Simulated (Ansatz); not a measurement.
A calculation with Ansatz (development build ahead of 0.2.0).

```yaml
crystal:
  periodic: [false, false, false]
  atoms:
    - { symbol: F, position_ang: [0.71, 0.0, 2.8] }
    - { symbol: F, position_ang: [-0.71, 0.0, 2.8] }
    - { symbol: H, position_ang: [0.37, 0.0, 0.0] }
    - { symbol: H, position_ang: [-0.37, 0.0, 0.0] }
basis:
  gaussian: { orbitals: "6-31G" }
hamiltonian:
  xc: hf
```

The input is written out in the form of the current development build from the run's settings.

The run gave:

```json
{"Converged": "yes", "Total energy": "-199.77230 hartree", "Spin squared of the determinant": "0.000"}
```

Caution: no unrestricted run beside it, a lower state can exist.
